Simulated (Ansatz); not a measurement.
H2S3, SMILES `SSS`, 5 atoms. Total charge 0; spin multiplicity 1. All runs use 2 threads of an Arm Neoverse V2 on a shared host. Correlated methods freeze the cores. Open-shell runs search over several starts.

(1) How many basis functions does each run have, and how long does it take in Ansatz? RHF-MP2/def2-QZVPP energy; UHF-MP2/def2-QZVPP energy of the cation; RKS ωB97M-V/def2-QZVPP energy; direct RPA on PBE orbitals/def2-TZVPP energy; RKS B3LYP-D4/def2-TZVPP energy and forces; RKS LC-ωPBE/def2-TZVPP energy; UKS PBE-D4/def2-TZVPP energy of the cation; RKS PBE-D4/def2-TZVPP energy and forces; RKS PBE0-D4/def2-QZVPP energy; RKS PBE0-D4/def2-TZVP relaxation (5 steps); RKS ωB97M-V/def2-SVP energy; UHF-CCSD(T)/def2-TZVPP energy of the cation. (An estimate is asked.)

## Answers

(1) The calculation gave: Other jobs shared the machine, so times are rough.

```
                                level                   job  functions  wall time  peak host memory (GiB)
                RKS PBE-D4/def2-TZVPP     energy and forces        154      1.4 s                    0.17
               RKS LC-ωPBE/def2-TZVPP                energy        154      1.6 s                    0.32
              RKS B3LYP-D4/def2-TZVPP     energy and forces        154      2.1 s                    0.32
direct RPA on PBE orbitals/def2-TZVPP                energy        154      2.2 s                    0.32
                 RKS ωB97M-V/def2-SVP                energy         64      3.2 s                    0.32
               RKS PBE0-D4/def2-QZVPP                energy        270        4 s                    0.63
                   RHF-MP2/def2-QZVPP                energy        270      6.5 s                    0.74
                RKS PBE0-D4/def2-TZVP  relaxation (5 steps)        123      9.5 s                    0.22
               RKS ωB97M-V/def2-QZVPP                energy        270       11 s                    0.75
                UKS PBE-D4/def2-TZVPP  energy of the cation        154       13 s                    0.32
                   UHF-MP2/def2-QZVPP  energy of the cation        270       31 s                    0.83
               UHF-CCSD(T)/def2-TZVPP  energy of the cation        154       66 s                     2.1
```

B3LYP here is the variant with VWN-RPA as its local correlation; programs differ in this. LC-ωPBE has ω = 0.4 bohr⁻¹.
